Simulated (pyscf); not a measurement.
Structures and frequencies: ωB97X-D3(BJ)/def2-SVP in PySCF.

### Question
HO–Si•(OH)–Cl + H₂ -> HO–SiH(OH)–Cl + H•
Surface: doublet. Broken: H–H. Formed: H–Si. Give ΔE‡ and ΔE from PBE/def2-TZVP, relative to the separated reactants.

### Answer
ΔE‡ = 12.7 kcal/mol, ΔE = +11.5 kcal/mol. ωB97M-D3(BJ)/def2-TZVP gives 13.9 kcal/mol and +6.6 kcal/mol. Zero-point energy shifts the barrier by -1.1 kcal/mol. It is a hydrogen abstraction, with an imaginary mode of 1172i cm⁻¹. This is the saddle that the search found; another between the same sides may lie lower. The angle at the transferred H is 178°.
